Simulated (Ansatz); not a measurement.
Born–Oppenheimer molecular dynamics of BClH$_{4}$ (6 atoms, charge 0, multiplicity 1). It starts at the highest image of a converged band, a first-order saddle point between two minima.

These are results of RKS B3LYP/def2-SVP (Ansatz 0.2.0), not measurements.

| Property | Result |
| --- | --- |
| ensemble | NVE (velocity Verlet) |
| time step | 0.5 fs |
| steps asked | 200 |
| starting velocities drawn for | 300 K |
| seed | 6209 |

First frame:

```xyz
6
Properties=species:S:1:pos:R:3
B 0.016 -0.268 0.024
Cl 0.000 0.019 2.161
H 1.072 0.156 -0.347
H -1.059 0.096 -0.355
H 0.052 -1.536 0.148
H 0.036 -1.139 1.225
```

**Question.** How far do the bonds stretch over the last three quarters of this one trajectory? (Pairs bonded in most of those frames.)

**Answer.** 
| bond | mean (Å) | spread (Å) | shortest | longest |
| --- | --- | --- | --- | --- |
| B1–H3 | 1.207 | 0.020 | 1.17 | 1.25 |
| B1–H4 | 1.206 | 0.019 | 1.18 | 1.24 |
| B1–H5 | 1.208 | 0.022 | 1.17 | 1.24 |
| Cl2–H6 | 1.296 | 0.024 | 1.26 | 1.34 |

Mean temperature of the second half: 528 K. The conserved energy stayed within 0.11 meV per atom of its start (net change 0.022 meV per atom), so the integration is sound. The kinetic energy rose, since the run started high on the potential surface and went downhill. It ends in pieces (BH3 + ClH), so much of that is their flight and rotation, not heat. A run of 0.1 ps of so small a system gives no equilibrium averages. The orbitals stay closed-shell, which can raise the energy where a bond breaks towards radicals; this wasn't checked here.

Time of the run: 3 min on 1 thread of Arm Neoverse V2 (shared host), peak memory 0.089 GiB.
